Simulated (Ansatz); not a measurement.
Elements on the sites of an ideal fcc lattice, at a guessed lattice constant:

```
CELL_PARAMETERS angstrom
-4.01660 -4.01660 0.00000
0.00000 4.01660 4.01660
-4.01660 4.01660 -4.01660
ATOMIC_POSITIONS crystal
Pd 0.00000 0.00000 0.00000
Pd 0.83333 0.16667 0.66667
Pd 0.33333 0.16667 0.66667
Pd 0.66667 0.33333 0.33333
Pd 0.16667 0.33333 0.33333
Pd 0.33333 0.66667 0.66667
Pd 0.66667 0.83333 0.33333
Pd 0.16667 0.83333 0.33333
Au 0.50000 0.00000 0.00000
Au 0.50000 0.50000 0.00000
Au 0.00000 0.50000 0.00000
Au 0.83333 0.66667 0.66667
```

Cell and atoms were relaxed without symmetry on coarser meshes and computed once more. All numbers below come from Ansatz 0.2.0, DFT r2SCAN, scalar-relativistic, plane waves, PAW.

Settings: cutoff 500 eV, Γ-centred mesh 7×7×5 on the computed 12-atom cell, Gaussian smearing of 0.10 eV; no spin polarisation.

The relaxation ran on 3×3×2 (shifted) and then 4×4×3 k points with a smearing of 0.1 eV, from sites shaken by 0.02 Å.

**Question.** What does the relaxation give?

**Answer.** A volume of 15.80 Å³/atom and no gap on the mesh. It lies 0.05 eV/atom below the elements' standard states (static lattices, no corrections for gases). The atoms leave their sites by 0.02 Å (root mean square) and 0.04 Å at most, and the cell stretches by up to 0.4 % at fixed volume.

```yaml
crystal:
  lattice:
    - [-3.98199, -3.98311, -0.00021]
    - [-0.00547, 3.98879, 4.00049]
    - [-3.96660, 3.96754, -3.97385]
  atoms:
    - { symbol: Pd, position: [0.00028, 0.00216, 0.00124] }
    - { symbol: Pd, position: [0.83501, 0.16887, 0.66365] }
    - { symbol: Pd, position: [0.33227, 0.16887, 0.66365] }
    - { symbol: Pd, position: [0.66594, 0.33345, 0.33728] }
    - { symbol: Pd, position: [0.16620, 0.33397, 0.33643] }
    - { symbol: Pd, position: [0.33357, 0.66873, 0.66003] }
    - { symbol: Pd, position: [0.66820, 0.83800, 0.33381] }
    - { symbol: Pd, position: [0.16820, 0.83800, 0.33382] }
    - { symbol: Au, position: [0.50000, 0.00159, 0.99846] }
    - { symbol: Au, position: [0.49856, 0.50074, 0.00175] }
    - { symbol: Au, position: [0.00060, 0.50074, 0.00175] }
    - { symbol: Au, position: [0.83487, 0.67133, 0.66308] }
```

The final mesh leaves forces up to 0.04 eV/Å and stresses up to 0.5 GPa: the relaxation ran on a coarser mesh, so the cell's shape, its bonds and its energy belong partly to that mesh.

Spin-orbit coupling is left out, which matters for the bands of heavy elements.

Cost: 2 runs of about 26 core-minutes in all (earlier runs that led there not counted), on Arm Neoverse V1 (shared hosts).